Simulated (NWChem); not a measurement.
Species: hydrogen sulfide (H2S); SMILES S

All runs: NWChem. Each level has its own optimisation; frequencies are unscaled.

| level | basis functions | r H–S (Å) | highest harmonic frequency (cm⁻¹) | lowest (cm⁻¹) | zero-point energy (kcal/mol) | dipole (D) |
|---|---|---|---|---|---|---|
| Hartree-Fock/3-21G | 17 | ? | ? | 1322 | ? | ? |
| Hartree-Fock/pcseg-1 | 28 | 1.333 | 2916 | 1328 | 10.2 | 1.41 |
| Hartree-Fock/aug-pcseg-1 | 45 | 1.335 | 2896 | 1321 | 10.1 | 1.15 |
| Hartree-Fock/pcseg-2 | 62 | 1.327 | 2863 | 1322 | 10.1 | 1.23 |
| Hartree-Fock/def2-TZVPP | 70 | 1.327 | 2868 | 1321 | 10.1 | 1.14 |

Problem. Some entries are withheld; supply them.

Solution. 
- Hartree-Fock/3-21G, r H–S (Å): 1.351
- Hartree-Fock/3-21G, highest harmonic frequency (cm⁻¹): 2652
- Hartree-Fock/3-21G, zero-point energy (kcal/mol): 9.4
- Hartree-Fock/3-21G, dipole (D): 1.83
